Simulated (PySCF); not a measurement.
# SF₄: one-bond stretch

Level of theory: PBE0/[S def2-SVP, F def2-SVP], no relativity, density fitting, PySCF.

Rigid scan from the singlet minimum (S–F 1.581 Å (×2), S–F 1.658 Å (×2); F–S–F 87.5° (×4), F–S–F 101.2°, F–S–F 172.2°). Coordinate: the bond from S to the last atom (F) scaled, the rest fixed. Energies in kJ/mol from the minimum.

```csv
scale of one bond,E (kJ/mol),dipole size (D)
0.92,34.1,0.82
0.96,7.5,0.84
1.00,0.0,0.97
1.05,8.9,1.20
1.12,41.6,1.59
1.20,92.6,2.03
1.35,194.2,2.74
1.55,312.5,–
1.80,421.2,–
2.20,519.3,–
```

At long bonds a restricted determinant can lie too high, and another spin state can fall below this curve.
